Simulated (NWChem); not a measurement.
Species: CS; SMILES [C-]#[S+]

```xyz
2

C      0.0000     0.0000    -1.1104
S      0.0000     0.0000     0.4189
```
Atoms are numbered in this order, from 1.

Computed with NWChem. Geometry optimised at PBE0-D3(BJ)/def2-TZVP; all other runs use it. Pople sets run with spherical d functions. Vzz has the sign of the potential's second derivative.

```json
[
 {"quantity": "isotropic polarisability (bohr³) at 1065 nm", "level": "PBE0/aug-cc-pVDZ", "value": "…"},
 {"quantity": "orbital gap (eV)", "level": "BHandHLYP/def2-SVP", "value": "…"},
 {"quantity": "dipole in solution (D) in anisole", "level": "M06-2X/def2-SVP, SMD", "value": "2.18"},
 {"quantity": "Vzz S2 (a.u.)", "level": "B3LYP/6-31G*", "value": "-0.440"},
 {"quantity": "vertical, lowest excitation, singlet (eV)", "level": "B3LYP/def2-SVP, full TDDFT", "value": "4.93"},
 {"quantity": "dipole (D)", "level": "PBE0-D3(BJ)/def2-TZVP", "value": "1.93"},
 {"quantity": "highest harmonic frequency (cm⁻¹)", "level": "PBE0-D3(BJ)/def2-TZVP", "value": "…"}
]
```

Question: Some entries are withheld; supply them.

Answer: 
- isotropic polarisability (bohr³) at 1065 nm, value: 28.0
- orbital gap (eV), value: 9.35
- highest harmonic frequency (cm⁻¹), value: 1334
